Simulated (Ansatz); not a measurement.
# CH4O (triplet): the correlation ladder at distance C1–H5 along a hydrogen transfer = 1.261 Å, cc-pVDZ

Aim: climb from Hartree-Fock through coupled cluster and multireference methods for CH4O (triplet) at one geometry and basis, and see what each rung misses.

Program: Ansatz 0.2.0, Gaussian basis. Level of theory: cc-pVDZ, core rule «outside noble gas», up to 2 orbitals frozen. These are calculated values, not measurements.

The runs, in order: UHF; CCSD(T) on ROHF; CCSD(T) on UHF; BCCD(T) on ROHF; CISD; CCSDT(Q) on ROHF; CCSDT(Q) on UHF; CASSCF and MRCISD+Q, 4 electrons in 4 orbitals; CASSCF and NEVPT2, 4 electrons in 4 orbitals.

8 further runs of the same task are left out: 2 for a mislabelled method, 6 that didn't finish.

## (1) The geometry

The geometry derives from fragments relaxed apart (PBE0/def2-TZVP) and kept rigid, so it is no stationary point. A hydrogen atom is moved between rigid fragments.

6 atoms, charge 0, spin multiplicity 3.

Atoms are counted from 1 here; the program's logs count them from 0.

Bond lengths: C1–H2 1.090 Å, C1–H3 1.090 Å, C1–H4 1.090 Å, C1–H5 1.261 Å. Angles: H2–C1–H3 109.5°, H2–C1–H4 109.5°, H2–C1–H5 109.5°, H3–C1–H4 109.5°, H3–C1–H5 109.5°, H4–C1–H5 109.5°.

Coordinates:

```
C    -1.34259    0.00000    0.00000
H    -1.70580    1.02730    0.00000
H    -1.70580   -0.51365    0.88967
H    -1.70580   -0.51365   -0.88967
H    -0.08159    0.00000    0.00000
O     1.33541    0.00000    0.00000
```

## (2) UHF

in.yaml reads:

```yaml
crystal:
  periodic: [false, false, false]
  atoms:
    - {symbol: C, position_ang: [-1.342592, 0.000000, 0.000000]}
    - {symbol: H, position_ang: [-1.705798, 1.027301, 0.000000]}
    - {symbol: H, position_ang: [-1.705798, -0.513650, 0.889668]}
    - {symbol: H, position_ang: [-1.705797, -0.513650, -0.889669]}
    - {symbol: H, position_ang: [-0.081592, 0.000000, 0.000000]}
    - {symbol: O, position_ang: [1.335408, 0.000000, 0.000000]}
basis:
  gaussian: {orbitals: cc-pVDZ}
magnetization: {spin_polarized: true, initial_magnetization: 2}
hamiltonian: {xc: hf}
output: {orbitals: {seedname: orbitals}}
```

On the command line:

```sh
ansatz run in.yaml --threads 1 --pin off --events-out ev --progress --plain --max-ram 2393MiB
```

The runs that follow: CCSD(T) on ROHF; CCSD(T) on UHF; BCCD(T) on ROHF; CISD; CCSDT(Q) on ROHF; CCSDT(Q) on UHF; CASSCF and MRCISD+Q, 4 electrons in 4 orbitals; CASSCF and NEVPT2, 4 electrons in 4 orbitals.

Q: Predict the results of all the runs planned. Wanted: UCCSDT(Q) below the RHF energy; RMP2 from UCCSDT(Q); UMP2 from UCCSDT(Q); RCCSD from UCCSDT(Q); RCCSD(T) from UCCSDT(Q); UCCSD(T) from UCCSDT(Q); RCCSDT(Q) from UCCSDT(Q); NEVPT2 pair from UCCSDT(Q); MRCISD+Q pair from UCCSDT(Q).

As calculated:

```
                         quantity                                                   value
   UCCSDT(Q) below the RHF energy                                              -9.0546 eV
              RMP2 from UCCSDT(Q)                                             +1312.5 meV
              UMP2 from UCCSDT(Q)                                             +1288.0 meV
             RCCSD from UCCSDT(Q)                                              +198.6 meV
          RCCSD(T) from UCCSDT(Q)                                               +30.2 meV
          UCCSD(T) from UCCSDT(Q)                                               +29.1 meV
         RCCSDT(Q) from UCCSDT(Q)                                                +1.4 meV
       NEVPT2 pair from UCCSDT(Q)                                             +1207.5 meV
     MRCISD+Q pair from UCCSDT(Q)                                              +102.8 meV
levels within 1 kcal/mol (43 meV)  RCCSD(T), UCCSD(T), BCCD(T), RCCSDT, UCCSDT, RCCSDT(Q)
                    T1 diagnostic                                                   0.027
```

What this shows: RCCSD(T) lands +30.2 meV from the yardstick (0.3 % of the correlation energy). Of the multireference levels listed MRCISD+Q pair comes nearest in total energy (+102.8 meV), which doesn't show that its space is the better one. These misses are within one basis, not against nature; the frozen cores of restricted and unrestricted runs differ, which can shift their rows.
